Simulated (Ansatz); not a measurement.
**Molecular dynamics of C₂H₂O₂**

input.yaml

```yaml
crystal:
  periodic: [false, false, false]
  atoms:
    - { symbol: O, position_ang: [-1.128278, 0.724219, -0.758757] }
    - { symbol: C, position_ang: [-0.472636, -0.347622, -0.280328] }
    - { symbol: C, position_ang: [0.41073, -0.538799, 0.73968] }
    - { symbol: O, position_ang: [-0.626217, -1.630353, -0.517799] }
    - { symbol: H, position_ang: [-2.05803, 0.479571, -0.950181] }
    - { symbol: H, position_ang: [1.515614, -0.623196, 0.755584] }
basis:
  gaussian: { orbitals: def2-SVP }
hamiltonian:
  xc: pbe
md:
  timestep: 0.5
  n_steps: 250
  ensemble: nvt_langevin
  temperature: 400.0
  initial_velocities: maxwell_boltzmann
  seed: 852965
  friction: 0.005
scf:
  lower_state_search: "off"
```

Command:

```bash
$ ansatz run input.yaml --threads 1 --pin off --max-ram 2048MiB --backend cpu --events-out ev --progress --plain --runs-dir out
```

It goes on from the last frame of an earlier run, with new velocities.

Output, in part (one step line in 3, the closing report, with atoms numbered from 0):

```
md step     0: t =     0.00 fs  T =   333.3 K  F+E_penalty+E_count = -6185.25998471 eV  E_kin = 0.258520 eV  (17 SCF iters)
md step     3: t =     1.50 fs  T =   265.1 K  F+E_penalty+E_count = -6185.22756546 eV  E_kin = 0.205619 eV  (24 SCF iters)
md step     6: t =     3.00 fs  T =   272.1 K  F+E_penalty+E_count = -6185.22008473 eV  E_kin = 0.211054 eV  (24 SCF iters)
md step     9: t =     4.50 fs  T =   324.9 K  F+E_penalty+E_count = -6185.24901456 eV  E_kin = 0.251986 eV  (24 SCF iters)
md step    12: t =     6.00 fs  T =   299.2 K  F+E_penalty+E_count = -6185.23207973 eV  E_kin = 0.232015 eV  (23 SCF iters)
md step    15: t =     7.50 fs  T =   311.2 K  F+E_penalty+E_count = -6185.23220180 eV  E_kin = 0.241379 eV  (23 SCF iters)
md step    18: t =     9.00 fs  T =   335.1 K  F+E_penalty+E_count = -6185.26056596 eV  E_kin = 0.259856 eV  (23 SCF iters)
md step    21: t =    10.50 fs  T =   298.1 K  F+E_penalty+E_count = -6185.24521890 eV  E_kin = 0.231231 eV  (22 SCF iters)
md step    24: t =    12.00 fs  T =   344.5 K  F+E_penalty+E_count = -6185.26943002 eV  E_kin = 0.267165 eV  (23 SCF iters)
md step    27: t =    13.50 fs  T =   473.9 K  F+E_penalty+E_count = -6185.35582657 eV  E_kin = 0.367508 eV  (23 SCF iters)
md step    30: t =    15.00 fs  T =   600.0 K  F+E_penalty+E_count = -6185.42697015 eV  E_kin = 0.465314 eV  (23 SCF iters)
md step    33: t =    16.50 fs  T =   634.4 K  F+E_penalty+E_count = -6185.43598831 eV  E_kin = 0.492011 eV  (23 SCF iters)
md step    36: t =    18.00 fs  T =   640.7 K  F+E_penalty+E_count = -6185.43733514 eV  E_kin = 0.496889 eV  (23 SCF iters)
md step    39: t =    19.50 fs  T =   529.1 K  F+E_penalty+E_count = -6185.37110239 eV  E_kin = 0.410327 eV  (23 SCF iters)
md step    42: t =    21.00 fs  T =   425.5 K  F+E_penalty+E_count = -6185.27550053 eV  E_kin = 0.330016 eV  (23 SCF iters)
md step    45: t =    22.50 fs  T =   338.8 K  F+E_penalty+E_count = -6185.21323110 eV  E_kin = 0.262781 eV  (23 SCF iters)
md step    48: t =    24.00 fs  T =   247.2 K  F+E_penalty+E_count = -6185.15651449 eV  E_kin = 0.191722 eV  (24 SCF iters)
md step    51: t =    25.50 fs  T =   227.7 K  F+E_penalty+E_count = -6185.10654549 eV  E_kin = 0.176611 eV  (23 SCF iters)
md step    54: t =    27.00 fs  T =   214.7 K  F+E_penalty+E_count = -6185.10493683 eV  E_kin = 0.166500 eV  (23 SCF iters)
md step    57: t =    28.50 fs  T =   214.4 K  F+E_penalty+E_count = -6185.11126149 eV  E_kin = 0.166255 eV  (24 SCF iters)
md step    60: t =    30.00 fs  T =   205.2 K  F+E_penalty+E_count = -6185.10613579 eV  E_kin = 0.159175 eV  (24 SCF iters)
md step    63: t =    31.50 fs  T =   211.1 K  F+E_penalty+E_count = -6185.12180551 eV  E_kin = 0.163715 eV  (24 SCF iters)
md step    66: t =    33.00 fs  T =   237.0 K  F+E_penalty+E_count = -6185.15200442 eV  E_kin = 0.183818 eV  (23 SCF iters)
md step    69: t =    34.50 fs  T =   263.7 K  F+E_penalty+E_count = -6185.17558387 eV  E_kin = 0.204491 eV  (23 SCF iters)
md step    72: t =    36.00 fs  T =   340.5 K  F+E_penalty+E_count = -6185.21203905 eV  E_kin = 0.264075 eV  (23 SCF iters)
md step    75: t =    37.50 fs  T =   381.8 K  F+E_penalty+E_count = -6185.24201456 eV  E_kin = 0.296087 eV  (23 SCF iters)
md step    78: t =    39.00 fs  T =   368.3 K  F+E_penalty+E_count = -6185.22936003 eV  E_kin = 0.285662 eV  (23 SCF iters)
md step    81: t =    40.50 fs  T =   336.6 K  F+E_penalty+E_count = -6185.20130017 eV  E_kin = 0.261033 eV  (23 SCF iters)
md step    84: t =    42.00 fs  T =   324.7 K  F+E_penalty+E_count = -6185.18145852 eV  E_kin = 0.251813 eV  (23 SCF iters)
md step    87: t =    43.50 fs  T =   294.9 K  F+E_penalty+E_count = -6185.15799015 eV  E_kin = 0.228712 eV  (23 SCF iters)
md step    90: t =    45.00 fs  T =   291.8 K  F+E_penalty+E_count = -6185.14977198 eV  E_kin = 0.226335 eV  (23 SCF iters)
md step    93: t =    46.50 fs  T =   324.9 K  F+E_penalty+E_count = -6185.17920254 eV  E_kin = 0.251958 eV  (23 SCF iters)
md step    96: t =    48.00 fs  T =   393.0 K  F+E_penalty+E_count = -6185.21064602 eV  E_kin = 0.304819 eV  (23 SCF iters)
md step    99: t =    49.50 fs  T =   482.9 K  F+E_penalty+E_count = -6185.26992975 eV  E_kin = 0.374510 eV  (23 SCF iters)
md step   102: t =    51.00 fs  T =   572.1 K  F+E_penalty+E_count = -6185.34381059 eV  E_kin = 0.443730 eV  (23 SCF iters)
md step   105: t =    52.50 fs  T =   630.7 K  F+E_penalty+E_count = -6185.38118977 eV  E_kin = 0.489138 eV  (23 SCF iters)
md step   108: t =    54.00 fs  T =   638.2 K  F+E_penalty+E_count = -6185.38304357 eV  E_kin = 0.494955 eV  (23 SCF iters)
md step   111: t =    55.50 fs  T =   593.5 K  F+E_penalty+E_count = -6185.37842790 eV  E_kin = 0.460333 eV  (23 SCF iters)
md step   114: t =    57.00 fs  T =   529.9 K  F+E_penalty+E_count = -6185.34443652 eV  E_kin = 0.410959 eV  (23 SCF iters)
md step   117: t =    58.50 fs  T =   487.8 K  F+E_penalty+E_count = -6185.30737585 eV  E_kin = 0.378332 eV  (23 SCF iters)
md step   120: t =    60.00 fs  T =   394.1 K  F+E_penalty+E_count = -6185.26293134 eV  E_kin = 0.305658 eV  (23 SCF iters)
md step   123: t =    61.50 fs  T =   337.1 K  F+E_penalty+E_count = -6185.20850288 eV  E_kin = 0.261469 eV  (23 SCF iters)
md step   126: t =    63.00 fs  T =   303.6 K  F+E_penalty+E_count = -6185.16043815 eV  E_kin = 0.235448 eV  (23 SCF iters)
md step   129: t =    64.50 fs  T =   279.2 K  F+E_penalty+E_count = -6185.13294282 eV  E_kin = 0.216532 eV  (24 SCF iters)
md step   132: t =    66.00 fs  T =   218.0 K  F+E_penalty+E_count = -6185.09590696 eV  E_kin = 0.169086 eV  (24 SCF iters)
md step   135: t =    67.50 fs  T =   216.4 K  F+E_penalty+E_count = -6185.07253644 eV  E_kin = 0.167831 eV  (24 SCF iters)
md step   138: t =    69.00 fs  T =   263.2 K  F+E_penalty+E_count = -6185.10874626 eV  E_kin = 0.204139 eV  (24 SCF iters)
md step   141: t =    70.50 fs  T =   329.6 K  F+E_penalty+E_count = -6185.16132177 eV  E_kin = 0.255616 eV  (24 SCF iters)
md step   144: t =    72.00 fs  T =   352.5 K  F+E_penalty+E_count = -6185.18387021 eV  E_kin = 0.273374 eV  (24 SCF iters)
md step   147: t =    73.50 fs  T =   394.7 K  F+E_penalty+E_count = -6185.22223193 eV  E_kin = 0.306091 eV  (23 SCF iters)
md step   150: t =    75.00 fs  T =   444.4 K  F+E_penalty+E_count = -6185.25974579 eV  E_kin = 0.344679 eV  (23 SCF iters)
md step   153: t =    76.50 fs  T =   384.0 K  F+E_penalty+E_count = -6185.22291397 eV  E_kin = 0.297789 eV  (23 SCF iters)
md step   156: t =    78.00 fs  T =   340.6 K  F+E_penalty+E_count = -6185.18812006 eV  E_kin = 0.264162 eV  (23 SCF iters)
md step   159: t =    79.50 fs  T =   354.3 K  F+E_penalty+E_count = -6185.19926672 eV  E_kin = 0.274806 eV  (23 SCF iters)
md step   162: t =    81.00 fs  T =   390.3 K  F+E_penalty+E_count = -6185.21127866 eV  E_kin = 0.302675 eV  (22 SCF iters)
md step   165: t =    82.50 fs  T =   451.1 K  F+E_penalty+E_count = -6185.24997030 eV  E_kin = 0.349826 eV  (23 SCF iters)
md step   168: t =    84.00 fs  T =   540.7 K  F+E_penalty+E_count = -6185.34631685 eV  E_kin = 0.419342 eV  (23 SCF iters)
md step   171: t =    85.50 fs  T =   514.7 K  F+E_penalty+E_count = -6185.33443294 eV  E_kin = 0.399207 eV  (23 SCF iters)
md step   174: t =    87.00 fs  T =   422.8 K  F+E_penalty+E_count = -6185.28979742 eV  E_kin = 0.327893 eV  (23 SCF iters)
md step   177: t =    88.50 fs  T =   405.4 K  F+E_penalty+E_count = -6185.29980497 eV  E_kin = 0.314424 eV  (23 SCF iters)
md step   180: t =    90.00 fs  T =   402.5 K  F+E_penalty+E_count = -6185.27772723 eV  E_kin = 0.312168 eV  (23 SCF iters)
md step   183: t =    91.50 fs  T =   315.1 K  F+E_penalty+E_count = -6185.23059465 eV  E_kin = 0.244371 eV  (23 SCF iters)
md step   186: t =    93.00 fs  T =   356.7 K  F+E_penalty+E_count = -6185.27027236 eV  E_kin = 0.276653 eV  (23 SCF iters)
md step   189: t =    94.50 fs  T =   288.3 K  F+E_penalty+E_count = -6185.24868773 eV  E_kin = 0.223614 eV  (23 SCF iters)
md step   192: t =    96.00 fs  T =   312.3 K  F+E_penalty+E_count = -6185.22657257 eV  E_kin = 0.242192 eV  (23 SCF iters)
md step   195: t =    97.50 fs  T =   395.1 K  F+E_penalty+E_count = -6185.26857313 eV  E_kin = 0.306403 eV  (23 SCF iters)
md step   198: t =    99.00 fs  T =   410.1 K  F+E_penalty+E_count = -6185.27998834 eV  E_kin = 0.318082 eV  (23 SCF iters)
md step   201: t =   100.50 fs  T =   319.8 K  F+E_penalty+E_count = -6185.21267585 eV  E_kin = 0.248007 eV  (23 SCF iters)
md step   204: t =   102.00 fs  T =   356.1 K  F+E_penalty+E_count = -6185.25741964 eV  E_kin = 0.276196 eV  (23 SCF iters)
md step   207: t =   103.50 fs  T =   403.6 K  F+E_penalty+E_count = -6185.27934271 eV  E_kin = 0.312997 eV  (23 SCF iters)
md step   210: t =   105.00 fs  T =   311.1 K  F+E_penalty+E_count = -6185.23266073 eV  E_kin = 0.241289 eV  (23 SCF iters)
md step   213: t =   106.50 fs  T =   308.4 K  F+E_penalty+E_count = -6185.25960290 eV  E_kin = 0.239171 eV  (23 SCF iters)
md step   216: t =   108.00 fs  T =   305.0 K  F+E_penalty+E_count = -6185.30072288 eV  E_kin = 0.236548 eV  (23 SCF iters)
md step   219: t =   109.50 fs  T =   189.7 K  F+E_penalty+E_count = -6185.23914328 eV  E_kin = 0.147162 eV  (23 SCF iters)
md step   222: t =   111.00 fs  T =   146.5 K  F+E_penalty+E_count = -6185.22826490 eV  E_kin = 0.113612 eV  (24 SCF iters)
md step   225: t =   112.50 fs  T =   187.9 K  F+E_penalty+E_count = -6185.26137075 eV  E_kin = 0.145749 eV  (24 SCF iters)
md step   228: t =   114.00 fs  T =   151.9 K  F+E_penalty+E_count = -6185.23221218 eV  E_kin = 0.117796 eV  (24 SCF iters)
md step   231: t =   115.50 fs  T =   195.2 K  F+E_penalty+E_count = -6185.26907079 eV  E_kin = 0.151382 eV  (23 SCF iters)
md step   234: t =   117.00 fs  T =   306.4 K  F+E_penalty+E_count = -6185.35636674 eV  E_kin = 0.237666 eV  (23 SCF iters)
md step   237: t =   118.50 fs  T =   327.2 K  F+E_penalty+E_count = -6185.36977445 eV  E_kin = 0.253746 eV  (23 SCF iters)
md step   240: t =   120.00 fs  T =   369.6 K  F+E_penalty+E_count = -6185.39475423 eV  E_kin = 0.286633 eV  (23 SCF iters)
md step   243: t =   121.50 fs  T =   440.5 K  F+E_penalty+E_count = -6185.42822230 eV  E_kin = 0.341658 eV  (23 SCF iters)
md step   246: t =   123.00 fs  T =   408.6 K  F+E_penalty+E_count = -6185.38773839 eV  E_kin = 0.316913 eV  (23 SCF iters)
md step   249: t =   124.50 fs  T =   396.5 K  F+E_penalty+E_count = -6185.35763220 eV  E_kin = 0.307529 eV  (23 SCF iters)
md step   250: t =   125.00 fs  T =   378.1 K  F+E_penalty+E_count = -6185.35912102 eV  E_kin = 0.293268 eV  (23 SCF iters)
Total energy: -6185.35914265 eV, -227.3077559054 hartree
Atom 0 at    -1.114547     0.565780    -0.425203 Å, force    -1.352676    -0.596242    -1.748617 eV/Å
Atom 1 at    -0.482834    -0.539761    -0.092420 Å, force     2.132908    -0.731555     1.526071 eV/Å
Atom 2 at     0.413659    -0.759560     0.984393 Å, force    -0.954152     0.197223    -0.303877 eV/Å
Atom 3 at    -0.501596    -1.714496    -0.565687 Å, force    -0.273590     0.738361    -0.173128 eV/Å
Atom 4 at    -1.692504     0.305560    -1.223912 Å, force     0.576250     0.559084     1.077558 eV/Å
Atom 5 at     1.507260    -0.605136     0.843338 Å, force    -0.128740    -0.166872    -0.378006 eV/Å
Dipole moment:    -0.086546     0.410948    -0.424937 e Å
```

All steps were run. The mean temperature of the second half is 15 % below the set value. A run of 0.12 ps of so small a system gives no equilibrium averages.

The same pairs are bonded in the first frame and the last. Pairs count as bonded within 1.25 times the sum of covalent radii (0.12 Å more for H–H).

Last frame:

```xyz
6
Properties=species:S:1:pos:R:3
O -1.115 0.566 -0.425
C -0.483 -0.540 -0.092
C 0.414 -0.760 0.984
O -0.502 -1.714 -0.566
H -1.692 0.306 -1.224
H 1.507 -0.605 0.843
```

The run took 4.3 min on 1 CPU thread of a shared host.
